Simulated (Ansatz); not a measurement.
C5H12O can be A, `CCCCOC`, or B, `CCC(C)CO`.

Gas-phase electronic energies from Ansatz, PBE0-D4/def2-TZVP geometries. CCSD(T)/CBS is the MP2 limit (def2-TZVPP, def2-QZVPP) plus CCSD(T) − MP2 in def2-TZVPP, frozen cores. Functionals use def2-TZVPP. B3LYP here is the variant with VWN-RPA as its local correlation; programs differ in this. Each species was taken in one conformer, which may not be the lowest.

(1) Which is lower in electronic energy at CCSD(T)/CBS, and by how much? (Estimate.)

(2) Give E(B) − E(A) in kJ/mol with CCSD(T)/def2-TZVPP, B3LYP-D4, r2SCAN-D4, PBE0-D4, MP2/def2-TZVPP, BLYP-D4, PBE-D4. (An estimate is asked.)

Largest T1 diagnostic: 0.009.

Answers

(1) Computed: B, by 44.5 kJ/mol.

(2) The calculation gave: CCSD(T)/def2-TZVPP -42.8, B3LYP-D4 -35.1, r2SCAN-D4 -38.9, PBE0-D4 -40.6, MP2/def2-TZVPP -47.8, BLYP-D4 -33.7, PBE-D4 -38.9. None reverses the order clearly.

From BLYP to BHLYP (50 % exact exchange), in def2-TZVPP and without D4, E(B) − E(A) moves by −5.1 kJ/mol. Leaving LDA and LC-ωPBE aside and taking each functional with its dispersion term where it has one, the values, not all of them listed here, spread over 9.0 kJ/mol, from PBE-QIDH to BLYP-D4. LDA lies −8.8 kJ/mol from PBE without D4.
